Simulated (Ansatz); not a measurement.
# C₃H₅F₃: one species, many methods

One table from this session's results is given with a row withheld; the runs are named, their logs left out.

The runs use Ansatz 0.2.0, Gaussian basis; functionals in def2-TZVPP, the program's frozen cores in correlated methods.

Plan: LDA (SPW92), PBE-D4, revPBE-D4, BLYP-D4, r2SCAN-D4, B97M-V, PBE0-D4, B3LYP-D4, r2SCANh-D4, r2SCAN0-D4, HSE06-D4, BHLYP-D4, CAM-B3LYP-D4, LC-ωPBE, ωB97X-V, ωB97M-V, B2PLYP, PBE-QIDH; CCSD(T)/def2-SVP; CCSD(T)/def2-TZVPP; MP2/def2-QZVPP; extrapolation to the limit; RPA on PBE.

### Structure used throughout

The geometry comes from an earlier relaxation with PBE0-D4 in a triple-zeta def2 set; it is a stationary point, not always the lowest conformer.

11 atoms, charge 0, spin multiplicity 1.

Atoms are counted from 1 here; the program's logs count them from 0.

Bond lengths: C1–C2 1.518 Å, C1–H7 1.091 Å, C1–H8 1.091 Å, C1–H9 1.091 Å, C2–C3 1.504 Å, C2–H10 1.092 Å, C2–H11 1.092 Å, C3–F4 1.342 Å, C3–F5 1.341 Å, C3–F6 1.342 Å. Angles: C2–C1–H7 111.2°, C2–C1–H8 110.1°, C2–C1–H9 111.2°, H7–C1–H8 108.0°, H7–C1–H9 108.2°, H8–C1–H9 108.0°, C1–C2–C3 113.0°, C1–C2–H10 111.4°, C1–C2–H11 111.4°, C3–C2–H10 106.7°, C3–C2–H11 106.7°, H10–C2–H11 107.4°, C2–C3–F4 112.1°, C2–C3–F5 111.4°, C2–C3–F6 112.1°, F4–C3–F5 107.0°, F4–C3–F6 106.9°, F5–C3–F6 107.0°.

The first run:

Input file in.yaml:

```yaml
crystal:
  periodic: [false, false, false]
  atoms:
    - {symbol: C, position_ang: [-0.214272, -1.055587, 0.758438]}
    - {symbol: C, position_ang: [0.285968, -0.307544, -0.463632]}
    - {symbol: C, position_ang: [0.025457, 1.171621, -0.393450]}
    - {symbol: F, position_ang: [-1.284074, 1.448913, -0.298469]}
    - {symbol: F, position_ang: [0.482073, 1.800853, -1.485971]}
    - {symbol: F, position_ang: [0.622784, 1.739210, 0.665691]}
    - {symbol: H, position_ang: [0.274369, -0.699063, 1.666451]}
    - {symbol: H, position_ang: [-0.003375, -2.120978, 0.658090]}
    - {symbol: H, position_ang: [-1.291715, -0.935144, 0.880969]}
    - {symbol: H, position_ang: [1.363783, -0.431018, -0.592018]}
    - {symbol: H, position_ang: [-0.195496, -0.668262, -1.375501]}
basis:
  gaussian: {orbitals: def2-TZVPP}
hamiltonian: {xc: lda}
output: {orbitals: {seedname: orbitals}}
```

Started as:

```bash
> ansatz run in.yaml --threads 2 --pin off --events-out ev --progress --plain --max-ram 22528MiB --backend cpu
```

Steps of the session up to this table: LDA; PBE-D4 (GGA); revPBE-D4 (GGA); BLYP-D4 (GGA); r2SCAN-D4 (meta-GGA); B97M-V (meta-GGA); B3LYP-D4 (hybrid); r2SCANh-D4 (hybrid); r2SCAN0-D4 (hybrid); HSE06-D4 (hybrid); BHLYP-D4 (hybrid); CAM-B3LYP-D4 (range-separated); LC-ωPBE (range-separated); ωB97X-V (range-separated); ωB97M-V (range-separated); B2PLYP (double hybrid); PBE-QIDH (double hybrid).

One of the session's tables, all rows but one given; the rest of the session is left out.

It belongs to the step «Frontier levels by functional». 

| functional | HOMO (eV) | LUMO (eV) | gap (eV) |
| --- | --- | --- | --- |
| LDA (SPW92) | -8.76 | 0.28 | 9.04 |
| PBE-D4 | -8.61 | 0.42 | 9.03 |
| revPBE-D4 | -8.54 | 0.48 | 9.02 |
| BLYP-D4 | -8.58 | 0.37 | 8.95 |
| r2SCAN-D4 | ? | ? | ? |
| B97M-V | -9.15 | 0.58 | 9.73 |
| PBE0-D4 | -10.25 | 1.21 | 11.46 |
| B3LYP-D4 | -10.06 | 0.84 | 10.90 |
| r2SCANh-D4 | -9.59 | 1.48 | 11.07 |
| r2SCAN0-D4 | -10.50 | 1.79 | 12.29 |
| HSE06-D4 | -9.84 | 0.84 | 10.68 |
| BHLYP-D4 | -11.86 | 1.76 | 13.62 |
| CAM-B3LYP-D4 | -11.78 | 1.94 | 13.72 |
| LC-ωPBE | -13.07 | 3.28 | 16.35 |
| ωB97X-V | -12.74 | 3.07 | 15.81 |
| ωB97M-V | -12.63 | 2.61 | 15.24 |

**Question.** Estimate the row for r2SCAN-D4.

Worked estimate for «HOMO (eV)». Against the share of exact exchange, r2SCANh-D4 (0.1, -9.59), r2SCAN0-D4 (0.25, -10.50) give a slope of -6.07 per unit share; at 0 the line stands at -8.98.

The run gave: HOMO (eV): -8.98; LUMO (eV): 1.26; gap (eV): 10.24. In «HOMO (eV)» the line misses by 0.00.
